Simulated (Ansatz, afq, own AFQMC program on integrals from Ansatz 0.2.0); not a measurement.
# BH$_{4}$, doublet → BH$_{4}$⁺, triplet

```xyz
5

B     0.0000    0.0000    0.0000
H     0.4147    0.8125    0.8107
H    -0.4243   -0.8077    0.8105
H    -0.4128    0.8086   -0.8154
H     0.4225   -0.8134   -0.8057
```

E(triplet, charge +1) − E(doublet, charge +0) at this geometry, on UHF and UHF determinants.

Basis cc-pVTZ. Only valence electrons are correlated. AFQMC by an in-house program on the Cholesky factors that Ansatz 0.2.0 writes for its CCSD(T) run. ph-AFQMC/CISD is guided by a CISD state made of CCSD amplitudes; releasing the constraint for a short imaginary time cuts its bias at the price of noise, slowly where states lie close. Uncertainties: one standard error, sampling alone. The errors of all members are added in quadrature.

No full CI on the walks' own integrals is used here; CCSDT(Q) serves as the reference and is uncertain by about the last step of the cluster series. Each member takes its own surest rung, up to full CI.

The best estimate is CCSD(T) at the basis-set limit (CBS: def2-TZVPP and def2-QZVPP, with their diffuse functions for anions and beside diffuse sets, CCSD(T) itself extrapolated) plus the step from CCSD(T) to CCSDT(Q) in cc-pVTZ. Rows without CBS are in cc-pVTZ; B2PLYP and the wave-function rows carry a basis error of their own. Core correlation and relativity beyond core potentials are missing, and ± holds the sampling alone.

Cautions: BH₄ (doublet): the released energies are still falling, so no released level is given (meV from the phaseless value at times in 1/Eh: -5 ± 3 at 0.24, -5 ± 3 at 0.50, -10 ± 3 at 1.00, -11 ± 3 at 1.50), though the last usable value meets CCSDT(Q) within the noise; BH₄⁺ (triplet): lower spins were not checked, the released energies have errors that jump between times, so the bars are unsure, so no released level is given (meV from the phaseless value at times in 1/Eh: -4.1 ± 2.0 at 0.24, -9.3 ± 2.3 at 0.50, -8 ± 5 at 1.00, -15.5 ± 1.4 at 1.50), though the last usable value meets CCSDT(Q) within the noise, the ph-AFQMC/HF walk drifts between its halves (2.4 errors), its ph-AFQMC/CISD value lies 18.2 ± 2.0 meV above CCSDT(Q); this needn't be the first ionization.

| level | vertical ionization energy (kJ/mol) |
| --- | --- |
| r2SCAN | 1248.4 |
| CCSD | 1247.3 |
| MP2 | 1240.3 |

Q: From these cheaper values, estimate the vertical ionization energy at the level of the best estimate.

A: 1258.1 kJ/mol (best estimate, highest rung CCSDT(Q)).

| level | vertical ionization energy (kJ/mol) | error against the best estimate (kJ/mol) |
| --- | --- | --- |
| HF | 1130.4 | -127.7 |
| CCSD(T) | 1251.5 | -6.5 |
| CCSDT | 1251.6 | -6.4 |
| CCSDT(Q) | 1251.8 | -6.2 |
| ph-AFQMC/CISD | 1252.6 ± 0.4 | -5.5 ± 0.4 |
| HF/CBS | 1129.9 | -128.2 |
| MP2/CBS | 1248.4 | -9.7 |
| CCSD(T)/CBS | 1257.8 | -0.3 |
| PBE | 1243.4 | -14.7 |
| PBE0 | 1245.9 | -12.2 |
| B3LYP | 1256.3 | -1.7 |
| wB97M-V | 1255.3 | -2.7 |
| B2PLYP | 1249.6 | -8.5 |

Correlation beyond CCSD(T) adds 0.3 kJ/mol. Going to the basis-set limit adds 6.2 kJ/mol at CCSD(T). The perturbative (T) step is worth +4.3 kJ/mol. The functionals spread over 13.0 kJ/mol; B3LYP and wB97M-V come nearest and PBE is 14.7 kJ/mol too low.

Best estimates are given only where the step beyond CCSD(T) is under 0.3 eV and no member's determinant is very poor (T1 over 0.05, or 0.07 for open shells, ⟨S²⟩ too high by 0.3, two states mixed), so the hardest cases are missing from such tables.

The functionals ran in a triple-zeta set and keep a basis error of their own, a few kJ/mol for each bond in atomization energies and more for double hybrids, so close places among them and the extrapolated levels can swap.

CCSDT and higher add their correlation energy to the determinant of the CCSD(T) run, since their own runs factorise the integrals more tightly (a shift of under 2 meV). Each member of a difference takes its own highest rung, so a best estimate needn't equal the limit plus the step of one row. A walk keeps the symmetry of its determinant, which the program's search chose and which needn't be the lowest solution, so a lower state of the same spin and another symmetry isn't excluded.
